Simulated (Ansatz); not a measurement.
Calculated with Ansatz (gas phase, PBE0-D4/def2-TZVP geometries, no zero-point term in ΔE). CCSD(T)/CBS is the MP2 limit (def2-TZVPP, def2-QZVPP) plus CCSD(T) − MP2 in def2-TZVPP, frozen cores. This one scheme is used for every species, atoms too. Functionals use def2-TZVPP. No spin–orbit coupling; open shells (•) take unrestricted orbitals. Spin–orbit coupling would lower the free atoms: a little for C, F, S. One conformer a species, not always the lowest.

Consider the atomization: `CC(F)(S)S` → 2 C• + F• + 5 H• + 2 S•.

```
          level  ΔE (kcal/mol)
        ωB97X-V          840.6
            PBE          854.4
         r2SCAN          839.2
  HF/def2-TZVPP          584.4
CCSD/def2-TZVPP          796.0
 MP2/def2-QZVPP          842.3
   HF/CBS(def2)          585.3
  MP2/CBS(def2)          852.6
```

(1) What does CCSD(T)/CBS give? (An estimate is asked.)

Largest T1 diagnostic among the species: 0.012.

## Answers

(1) The calculation gave: +836.6 kcal/mol. The listed levels differ from it by 4.0, 17.8, 2.6, -252.2, -40.6, 5.7, -251.3, 16.0 kcal/mol.

In def2-TZVPP, CCSD(T) changes the Hartree–Fock value by +227.4 kcal/mol (the triples alone add +15.7 kcal/mol) and MP2 by +243.4 kcal/mol; breaking electron pairs costs correlation energy, which Hartree–Fock lacks. From PBE to PBE0 (25 % exact exchange), in def2-TZVPP and without D4, ΔE moves by −18.3 kcal/mol: exact exchange takes away binding that semilocal exchange gives to molecules.

For atomizations the MP2-based limit and the directly extrapolated one differ by several kJ/mol either way, and by 10 to 25 for some Ge, Se and Sn compounds, so smaller differences from it don't rank the levels.
